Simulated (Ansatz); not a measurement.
Input file:

```yaml
crystal:
  periodic: [false, false, false]
  atoms:
    - {symbol: Si, position_ang: [-0.124629, 0.000001, 1.681959]}
    - {symbol: As, position_ang: [0.057778, 0.000000, -0.667422]}
    - {symbol: H, position_ang: [0.561776, -1.209969, 2.222531]}
    - {symbol: H, position_ang: [0.561775, 1.209971, 2.222530]}
    - {symbol: H, position_ang: [-0.972792, -1.104005, -0.850585]}
    - {symbol: H, position_ang: [-0.972793, 1.104003, -0.850586]}
basis:
  gaussian: {orbitals: STO-3G}
total_charge: 1
magnetization: {spin_polarized: false, initial_magnetization: 2}
correlation: {method: bccd_t, electrons: valence}
scf: {lower_state_search: off}
output: {forces: true}
```

```sh
$ ansatz run in.yaml --threads 1 --pin off --events-out ev --progress --plain --max-ram 2393MiB
```

Task: Roughly how long does this take on 1 thread of Arm Neoverse V2, shared host, and how much host memory?

Result: 1.2 s wall and 0.22 GiB.

```
these checks for a lower state are left out or cut short: starts, cluster_reference, orbital_swaps, neighbouring_geometries, increment
327 factors; integrals over basis functions are off by at most 3.6e-5 eV
mean field evaluation 1: about -67944.6750 eV, gradient 6.5e0 eV
mean field evaluation 2: about -67944.6843 eV, gradient 6.5e0 eV
mean field evaluation 4: about -67945.2404 eV, gradient 3.9e-1 eV
mean field evaluation 8: about -67945.2435 eV, gradient 7.0e-7 eV
mean field -67945.24351626 eV, -2496.9416442822 hartree, gradient 3.2e-6 eV, S^2 2.000000; 0 other end points of the search recorded, 0 dependent functions left out
14 core orbitals not correlated: weight in the atoms' cores, before any rotation towards them, 1.000 or more for the frozen orbitals, at most 0.000 for the correlated occupied ones
reference -67945.24351626 eV, -2496.9416442822 hartree; 12, 10 occupied and 5, 7 virtual orbitals, 327 factors
second order -1.62082679 eV of doubles, -0.01113850 eV of singles
cycle   1  -2.18125435 eV  change   -5.5e-1 eV  update   6.6e-2
cycle   2  -2.49801697 eV  change   -3.2e-1 eV  update   2.8e-2
cycle   3  -2.50487713 eV  change   -6.9e-3 eV  update   6.4e-3
cycle   4  -2.50824922 eV  change   -3.4e-3 eV  update   2.7e-3
cycle   5  -2.50842432 eV  change   -1.8e-4 eV  update   1.4e-3
cycle   6  -2.50798664 eV  change    4.4e-4 eV  update   7.5e-4
cycle   7  -2.50848436 eV  change   -5.0e-4 eV  update   3.5e-4
cycle   8  -2.50856495 eV  change   -8.1e-5 eV  update   2.0e-4
cycle   9  -2.50835224 eV  change    2.1e-4 eV  update   8.6e-5
cycle  10  -2.50835784 eV  change   -5.6e-6 eV  update   3.7e-5
cycle  11  -2.50833266 eV  change    2.5e-5 eV  update   1.6e-5
cycle  12  -2.50834270 eV  change   -1.0e-5 eV  update   5.7e-6
cycle  13  -2.50834190 eV  change    8.0e-7 eV  update   2.2e-6
cycle  14  -2.50834003 eV  change    1.9e-6 eV  update   1.0e-6
perturbative correction -0.02147530 eV, -0.0007892029 hartree
the calculation of the forces begins
Total energy: -67947.77333159 eV, -2497.0346132808 hartree
Atom 0 at    -0.124629     0.000001     1.681959 Å, force     1.271151     0.000002     2.587547 eV/Å
Atom 1 at     0.057778     0.000000    -0.667422 Å, force    -1.992076    -0.000001     0.032737 eV/Å
Atom 2 at     0.561776    -1.209969     2.222531 Å, force    -0.409439     0.451447    -0.615982 eV/Å
Atom 3 at     0.561775     1.209971     2.222530 Å, force    -0.409438    -0.451448    -0.615982 eV/Å
Atom 4 at    -0.972792    -1.104005    -0.850585 Å, force     0.769901     0.084089    -0.694160 eV/Å
Atom 5 at    -0.972793     1.104003    -0.850586 Å, force     0.769901    -0.084089    -0.694160 eV/Å
Dipole moment:    -0.131808    -0.000000    -0.022726 e Å
Checks for a lower state left out: starts, cluster_reference, orbital_swaps, neighbouring_geometries, increment
```

Forces (eV/Å):
```
Si   1.271  0.000  2.588
As  -1.992  0.000  0.033
H   -0.409  0.451 -0.616
H   -0.409 -0.451 -0.616
H    0.770  0.084 -0.694
H    0.770 -0.084 -0.694
```
